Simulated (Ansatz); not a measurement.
## Which is lower?

Two relaxed structures of CH$_{3}$NSi, singlet (PBE0-D4/def2-TZVP; forces vanish, vibrations not checked).

A:

C1  (0.312, -0.353, -0.479)
N2  (-0.367, 0.404, 0.560)
Si3  (-0.878, -1.165, 0.792)
H4  (-0.008, -0.169, -1.504)
H5  (1.392, -0.460, -0.379)
H6  (-0.319, 1.388, 0.756)
(Å)

B:

| atom | x (Å) | y (Å) | z (Å) |
| --- | --- | --- | --- |
| C1 | 0.3790 | -0.7191 | -0.6574 |
| N2 | 0.0399 | 0.2727 | 0.0208 |
| Si3 | -0.2682 | 1.7233 | 0.7784 |
| H4 | -0.1858 | -1.0287 | -1.5422 |
| H5 | 1.2485 | -1.3269 | -0.3887 |
| H6 | -1.2135 | 1.0788 | 1.7891 |

Ansatz 0.2.0; basis: def2-TZVPP; cores frozen in the correlated methods. B3LYP uses VWN-RPA correlation.

Q: Which structure is lower at CCSD(T), and by how much? (To be estimated.)

A: By the calculation: A, by 0.021 eV (electronic energy, against the other); a gap this small isn't resolved in one triple-zeta basis. By their contacts, A is CH₃NSi ([CH2]1[NH][Si]1) and B is CH₃NSi ([CH2][N][SiH]).

Q: Do the other methods give the same order? (Judge from chemistry; the calculation decides.)

A: The calculation gives: Not all: PBE-D4, r2SCAN-D4, B3LYP-D4, HF give the other order.

| method | E(B) − E(A) (eV) |
| --- | --- |
| PBE-D4 | -0.021 |
| r2SCAN-D4 | -0.027 |
| PBE0-D4 | 0.108 |
| B3LYP-D4 | -0.136 |
| wB97M-V | 0.118 |
| HF | -0.182 |
| MP2 | 0.180 |
| CCSD | 0.025 |
| CCSD(T) | 0.021 |

The T1 diagnostic stays at or below 0.022.

Labels in which every atom is bracketed show which atoms are joined, not bond orders.

For scale, one of the runs: CCSD(T)/def2-TZVPP, 146 basis functions, launched by `ansatz run in.yaml --threads 2 --pin off --events-out ev --progress --plain --max-ram 4352MiB`. The run took 4.8 s on 2 CPU threads of an Intel Xeon 6975P-C (shared host), with 0.99 GiB of host memory at its peak.
